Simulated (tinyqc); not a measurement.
Worked calculation: UHF in the sto-3g basis, for CH2, spin multiplicity 1. One step of it, computed by the program tinyqc.

Problem. Orthogonalisation. S = U s U^T; symmetric (Loewdin) form X = U s^(-1/2) U^T, so that X^T S X = 1.

overlap S, lower triangle:
```
           1C 1s     1C 2s    1C 2px     1C 2py    1C 2pz     2H 1s     3H 1s
1C 1s   1.000000
1C 2s   0.248362  1.000000
1C 2px  0.000000  0.000000  1.000000
1C 2py  0.000000  0.000000  0.000000   1.000000
1C 2pz  0.000000  0.000000  0.000000   0.000000  1.000000
2H 1s   0.067677  0.511431  0.000000   0.411311  0.245878  1.000000
3H 1s   0.066283  0.506222  0.000000  -0.408954  0.244118  0.159552  1.000000
```

Give: eigenvalues of S; X.

Solution.

eigenvalues of S: 0.2619  0.3349  0.8758  1.0000  1.0864  1.5057  1.9354

X, lower triangle:
```
          1C 1s    1C 2s  1C 2px   1C 2py   1C 2pz    2H 1s   3H 1s
1C 1s    1.0272
1C 2s   -0.1569   1.3417
1C 2px   0.0000   0.0000  1.0000
1C 2py  -0.0001   0.0035  0.0000   1.2095
1C 2pz  -0.0130   0.1497  0.0000   0.0015   1.0706
2H 1s    0.0268  -0.3839  0.0000  -0.3223  -0.1814   1.3015
3H 1s    0.0267  -0.3761  0.0000   0.3176  -0.1782  -0.0365  1.2934
```
